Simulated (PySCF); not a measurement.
C₃H₅NO.
Z-matrix (Å and degrees, PBE0-D3(BJ)/def2-SVP geometry), rows numbered from 1:
```
C 
N   1  1.2630
C   2  1.4059  1  120.09
C   3  1.5030  2  113.22  1  -124.94
O   3  1.2058  2  122.19  1    58.82
H   1  1.1058  2  123.05  3     3.34
H   1  1.0995  2  119.61  3  -176.56
H   4  1.0963  3  109.66  2   178.65
H   4  1.1003  3  109.49  2   -60.37
H   4  1.1010  3  110.36  2    57.02
```

Computed at PBE0/pcSseg-1 (PySCF, non-relativistic), with Q(14N) = 0.02044 b, Q(17O) = −0.0256 b: N2, 14N (I = 1): χzz = -4.736 MHz, η = 0.463; O5, 17O (I = 5/2): χzz = 11.41 MHz, η = 0.370.

**Question.** Find the zero-field quadrupole resonance frequencies of 14N at N2.

**Answer.** From ν± = (3/4)|χ|(1 ± η/3) and ν0 = |χ|η/2: ν+ 4.099 MHz, ν− 3.004 MHz, ν0 1.095 MHz (imine nitrogen).

**Question.** Where would the pure quadrupole (NQR) lines of 17O at O5 fall for the rigid, isolated species?

**Answer.** From the eigenvalues of H = χ/[4I(2I − 1)] × [3Iz² − I(I + 1) + η(Ix² − Iy²)], steps between neighbouring levels, labelled as for η = 0: ±1/2↔±3/2 1.949 MHz, ±3/2↔±5/2 3.337 MHz (carbonyl oxygen).

In a crystal, neighbours and librations shift these lines. The basis is small and wasn't made for field gradients, so the couplings can be 20 % off.

The run behind these numbers computed NMR shieldings as well. Time: 6.7 s of wall time. Hardware: an Arm Neoverse V1 with one thread, shared host.

One conformer stands for the species.
